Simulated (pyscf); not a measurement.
Single points on ωB97X-D3(BJ)/def2-SVP structures (PySCF, gas phase).

•H₂Si–I + H₂ → H₃Si–I + H•
Surface: doublet. Broken: H–H. Formed: H–Si. Give ΔE‡ and ΔE from ωB97M-D3(BJ)/def2-TZVP, relative to the separated reactants.

ΔE‡ = 17.9 kcal/mol, ΔE = +13.5 kcal/mol. Zero-point energy shifts the barrier by -0.9 kcal/mol. It is a hydrogen abstraction, with an imaginary mode of 950i cm⁻¹. One saddle was located; it need not be the lowest between these sides. The angle at the transferred H is 179°. Elements past Kr carry the def2 core potentials, without spin-orbit coupling.
